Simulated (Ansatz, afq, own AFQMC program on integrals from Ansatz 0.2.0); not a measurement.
Two steps: Ansatz 0.2.0 writes the Fock matrix and Cholesky factors of the valence space, and afq projects on them the lowest state that overlaps trial and start.

```yaml
crystal:
  periodic: [false, false, false]
  atoms:
    - {symbol: Br, position_ang: [0.000000, 0.000000, -2.126771]}
    - {symbol: H, position_ang: [0.000000, 0.000000, -0.467771]}
    - {symbol: N, position_ang: [0.000000, 0.000000, 1.877313]}
    - {symbol: C, position_ang: [0.000000, 0.000000, 0.717229]}
basis:
  gaussian: {orbitals: cc-pVTZ}
magnetization: {spin_polarized: true, initial_magnetization: 1}
correlation: {method: ccsd_t, electrons: outside_noble_gas, hamiltonian_folder: ham}
```

```sh
$ ansatz run in.yaml --threads 1 --pin off --events-out ev --progress --plain --max-ram 24576MiB --backend cuda --devices 0, --max-vram 18GiB
```

Options of the walk:

```
--method phaseless --trial cisd --walkers 1500 --populations 20 --least-time 60 --time-step 0.005 --steps-per-block 50 --equilibration-blocks 28 --max-blocks 4000 --target-error 0.00024 --factor-cut 1e-05 --start spin_pure --seed 966 --release-times 0.24,0.51,0.99,1.5 --release-step 0.03 --release-every 4 --taylor-order 6
```

Times are imaginary, in 1/Eh. The walk had a cap of 368 s. With eight or more populations the least sampling time is a fifth of least-time, and the error comes from their spread. Filled inner d shells are frozen with the cores.

Output of the walk:

```
orbitals 101  electrons 9 8  factors 656 of 717
reference energy -2665.29736819 Eh
CCSD correlation -0.51802311 Eh in 14 cycles, weight of the determinant in the CISD state 0.7967
energy of the start -2665.795268 Eh
 block  time / (1/Eh)  mean weight  energy / Eh
     1     0.250  1.0003  -2665.797800
     2     0.500  0.9995  -2665.812021
     3     0.750  0.9993  -2665.823800
     4     1.000  1.0007  -2665.830764
     5     1.250  1.0006  -2665.830860
     7     1.750  0.9989  -2665.834758
     9     2.250  0.9994  -2665.839718
    13     3.250  1.0005  -2665.846572
    21     5.250  0.9996  -2665.844849
    29     7.250  1.0005  -2665.852367
    37     9.250  1.0006  -2665.843551
    45    11.250  1.0001  -2665.842680
    53    13.250  0.9998  -2665.842411
    61    15.250  1.0012  -2665.844417
    69    17.250  0.9995  -2665.840190
    77    19.250  1.0008  -2665.842740
    85    21.250  0.9989  -2665.846404
    93    23.250  0.9998  -2665.840553
   101    25.250  0.9994  -2665.840564
   109    27.250  0.9999  -2665.839145
   117    29.250  0.9995  -2665.843086
   125    31.250  0.9997  -2665.841607
   133    33.250  1.0007  -2665.843941
   141    35.250  1.0004  -2665.842981
   145    36.250  0.9998  -2665.838358
   149    37.250  1.0009  -2665.841845
   157    39.250  1.0003  -2665.840407
   165    41.250  1.0008  -2665.842956
   173    43.250  0.9988  -2665.845136
   181    45.250  0.9998  -2665.840696
   189    47.250  1.0001  -2665.841201
   193    48.250  1.0002  -2665.840879
error from the spread of 20 populations
released: time / (1/Eh)  energy / Eh  error  mean overlap
  0.24  -2665.842909  0.000432  0.9987
  0.51  -2665.842831  0.000444  0.9997
  0.99  -2665.843603  0.000483  0.9946
  1.50  -2665.844127  0.000569  0.9874
energy -2665.842352 +/- 0.000380 Eh
(rows thinned)
```

The run passed its tests (sampling time, drift between the halves within three errors, error under three times the target), which doesn't prove that it has relaxed, ending at its cap on processor time.

Against this walk (error 10.4 meV) on the same determinant: CCSD(T) 43.5 meV higher. The error is statistical and leaves out the bias of the constraint. The determinant has ⟨S²⟩ = 0.89, so the low cluster orders mix in higher spin (the high orders can go on to a lower state of that spin), while the walk starts as a pure doublet. None of these is a sure reference here. The released energies are still falling (meV from the phaseless value at times in 1/Eh: -15 ± 12 at 0.24, -13 ± 12 at 0.51, -34 ± 13 at 0.99, -48 ± 15 at 1.50), so they give no level.

Cautions: constraint bias not in the error; error above the target (10.4 against 6.5 meV); no relativity below Rb; no spin-orbit coupling; inner d shell frozen; unrestricted determinant spin contaminated (⟨S²⟩ 0.89 against 0.75).

The walk took 6.1 min on 1 × NVIDIA H100 80GB HBM3 with 2 threads of AMD EPYC 7R13 Processor (Zen 3), with other jobs on the host (the card was shared). The log's last line is the phaseless energy.

A walk keeps the symmetry of its determinant, which the program's search chose and which needn't be the lowest solution, so a lower state of the same spin and another symmetry isn't excluded.
